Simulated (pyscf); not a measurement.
Structures and frequencies: ωB97X-D3(BJ)/def2-SVP in PySCF.

Task: For the elementary gas-phase step H₂N–GaH₂ + H₂C=CH₂ → H₃C–CH₂–GaH–NH₂ (singlet surface; Ga–H broken, C–Ga, C–H formed), what barrier and reaction energy does ωB97M-D3(BJ)/def2-TZVP give, measured from the separated reactants?

Result: ΔE‡ = 74.1 kJ/mol, ΔE = -124.8 kJ/mol. Zero-point energy shifts the barrier by +7.7 kJ/mol. It is an addition across a multiple bond or ene-type step, with an imaginary mode of 861i cm⁻¹. On the reactant side the descent ends in a complex, 28.8 kJ/mol under the separated species and 90.4 kJ/mol under the saddle at ωB97X-D3(BJ)/def2-TZVP. At the saddle there is also a short C–Ga contact that neither side keeps. At ωB97X-D3(BJ) the barrier from the zero used here is 61.5 kJ/mol. H₃C–CH₂–GaH–NH₂ lies 43.6 kJ/mol over its isomer H₃C–Ga(CH₃)–NH₂ (electronic energy, ωB97M-D3(BJ)). This is the saddle that the search found; another between the same sides may lie lower. Elements up to Kr have no core potential and no relativistic terms here.
